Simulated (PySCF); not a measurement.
Gas-phase reaction: SiCl₃F + 3 F₂ ⇌ SiF₄ + 3 ClF

Method: PySCF energies plus ideal-gas RRHO corrections (1 bar). † marks an energy on the PBE0/def2-TZVP geometry and frequencies; other levels use their own. MP2 and CCSD(T) freeze the core. All species are closed-shell singlets. MP2 isn't extrapolated to the basis-set limit; its ΔH°(298 K) is -800.3 kJ in def2-SVP and -898.4 kJ in def2-TZVPP. CCSD(T) isn't extrapolated to the basis-set limit; its ΔH°(298 K) is -758.5 kJ in def2-SVP and -863.8 kJ in def2-TZVPP. The harmonic model lacks anharmonicity and excited electronic states, which grow with temperature; levels with a mode under 35 cm⁻¹ are left out.

```
level               ΔE electronic, kJ  ΔH°(298 K), kJ  ΔS°(298 K), J/K  ΔG°(2500 K), kJ
------------------  -----------------  --------------  ---------------  ---------------
BLYP/def2-TZVP†                  -849            -846               -1             -835
CCSD(T)/def2-SVP†                -762            -759               -1             -747
M06-2X/def2-TZVP†                -930            -927               -1             -915
MP2/def2-SVP†                    -803            -800               -1             -789
PBE0/def2-TZVP                   -852            -849               -1             -838
r2SCAN/def2-TZVP†                -844            -841               -1             -829
ωB97X-V/def2-TZVP†               -856            -854               -1             -842
```
ΔH° is lowest at M06-2X/def2-TZVP† and highest at CCSD(T)/def2-SVP†. No reference value is set beside these.
